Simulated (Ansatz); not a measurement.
# BClH4N: the cost of one run

Method: UKS PBE/6-31G*, in Ansatz 0.2.0.

### Step 1. Starting point

Bond lengths: B1–H3 1.190 Å, B1–Cl4 1.860 Å, N5–H6 1.060 Å, N5–H7 1.060 Å. Angles: H3–B1–Cl4 120.0°, H6–N5–H7 120.0°.

As a file:

```xyz
7

B     0.0000    0.0000    0.0000
H     0.0000    0.0000    1.4400
H     1.0305    0.0000   -0.5950
Cl   -1.6108    0.0000   -0.9300
N     0.0000    0.0000    2.8000
H    -0.4960   -0.7725    3.3300
H     0.4960    0.7725    3.3300
```

### Step 2. Pulling towards end A

Springs on the bonds that form and break draw the guess towards this end; the thresholds are loose.

input.yaml reads:

```yaml
crystal:
  periodic: [false, false, false]
  atoms:
    - { symbol: B, position_ang: [0.0, 0.0, 0.0] }
    - { symbol: H, position_ang: [0.0, 0.0, 1.44] }
    - { symbol: H, position_ang: [1.0305, 0.0, -0.595] }
    - { symbol: Cl, position_ang: [-1.6108, 0.0, -0.93] }
    - { symbol: "N", position_ang: [0.0, 0.0, 2.8] }
    - { symbol: H, position_ang: [-0.496, -0.7725, 3.33] }
    - { symbol: H, position_ang: [0.496, 0.7725, 3.33] }
magnetization:
  spin_polarized: true
  initial_magnetization: 1
basis:
  gaussian: { orbitals: "6-31G*" }
hamiltonian:
  xc: pbe
relax:
  f_tol: 0.15
  max_steps: 25
  restrain:
    - { distance: [1, 4], at: 2.26, k: 30.0 }
    - { distance: [0, 1], at: 1.19, k: 30.0 }
```

Run with:

```
$ ansatz run input.yaml --threads 1 --pin off --max-ram 2048MiB --backend cpu --events-out ev --progress --plain --runs-dir out
```

Q: Estimate wall time and peak memory on 1 thread of Arm Neoverse V1, shared host.

About 23 s, with a peak of 0.14 GiB.
